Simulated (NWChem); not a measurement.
System meant: sulfur dioxide (SO2); SMILES O=S=O

Input file for NWChem:

```
start job
memory heap 200 mb stack 900 mb global 1100 mb
geometry units angstroms noautoz
  O      1.250381     0.000000     0.373591
  S      0.000000     0.000000    -0.369092
  O     -1.250381     0.000000     0.373591
end
basis spherical
  O library def2-svp
  S library def2-svp
end
dft
  odft
  mult 2
  xc xpbe96 cpbe96
  iterations 150
  mulliken
end
task dft energy
```

End of the output:

```
 ==============================================================================
                                 internuclear angles
 ------------------------------------------------------------------------------
        center 1       |       center 2       |       center 3       |  degrees
 ------------------------------------------------------------------------------
    1 O                |   2 S                |   3 O                |   118.58
 ------------------------------------------------------------------------------
                            number of included internuclear angles:          1
 ==============================================================================

 Summary of "ao basis" -> "" (spherical)
 ------------------------------------------------------------------------------
       Tag                 Description            Shells   Functions and Types
 ---------------- ------------------------------  ------  ---------------------
 O                          def2-svp                 6       14   3s2p1d
 S                          def2-svp                 8       18   4s3p1d

  pbe96 is a nonlocal functional; adding pw91lda local functional.

                                 NWChem DFT Module
                                 -----------------

 Summary of "ao basis" -> "ao basis" (spherical)
 ------------------------------------------------------------------------------
       Tag                 Description            Shells   Functions and Types
 ---------------- ------------------------------  ------  ---------------------
 O                          def2-svp                 6       14   3s2p1d
 S                          def2-svp                 8       18   4s3p1d

      Symmetry analysis of basis
      --------------------------

        a1         19
        a2          5
        b1         14
        b2          8

  number of electrons :                   32
  multiplicity        :                    2
 ------------------------------------------------------------------------
  no. of electrons and multiplicity not compatible                  32
 ------------------------------------------------------------------------
 ------------------------------------------------------------------------
  current input line :
    19: task dft energy
 ------------------------------------------------------------------------
 ------------------------------------------------------------------------
 There is an error in the input file
 ------------------------------------------------------------------------
 For more information see the NWChem manual at https://nwchemgit.github.io

0: no. of electrons and multiplicity not compatible:Received an Error in Communication
```

Question: Find the fault in this run and fix the input.

Answer: The input was rejected before any calculation. Cause: the multiplicity doesn't fit the number of electrons (an even count wants an odd multiplicity, and the reverse). This input runs:
```
start job
memory heap 200 mb stack 900 mb global 1100 mb
geometry units angstroms noautoz
  O      1.250381     0.000000     0.373591
  S      0.000000     0.000000    -0.369092
  O     -1.250381     0.000000     0.373591
end
basis spherical
  O library def2-svp
  S library def2-svp
end
dft
  xc xpbe96 cpbe96
  iterations 150
  mulliken
end
task dft energy
```
It converges to -548.04075 Ha (PBE/def2-SVP).
